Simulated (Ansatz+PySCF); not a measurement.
The numbers below are computed, except where a source is named.
Input for PySCF 2.14.0:

```python
from pyscf import gto, scf

mol = gto.M(atom="""
C -0.007920 -0.018590 -0.679910
O 0.005730 -0.024500 0.518840
""", basis='def2-svp', charge=1, spin=1)
mf = scf.ROHF(mol)
mf.init_guess = '1e'
mf.kernel()
while True:  # follow internal instabilities
    mo, _, stable, _ = mf.stability(return_status=True)
    if stable: break
    mf.kernel(mf.make_rdm1(mo, mf.mo_occ))
print(mf.converged, mf.e_tot, mf.spin_square()[0])
```

The script is written out from the run's settings.

Output:

```yaml
Converged: yes
Total_energy: -112.12556 hartree
Spin_squared_of_the_determinant: 0.750
```

Caution: an unrestricted determinant lies well below.
